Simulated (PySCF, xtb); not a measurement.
CH₂O, SMILES C=O.

Harmonic wavenumbers (cm⁻¹) from GFN2-xTB (xtb 6.7.1) at its own minimum, in rising order: 1085, 1203, 1489, 1807, 2793, 2840.

Problem. What does PySCF 2.14.0 with r2SCAN-D4/def2-TZVPD give at its own minimum? (An estimate is asked for; the answer gives what the named calculation found.)

Solution. 1190, 1260, 1526, 1809, 2860, 2910. Paired by order, the mean absolute difference is 57 cm⁻¹ and the zero-point energies are 16.0 and 16.5 kcal/mol.
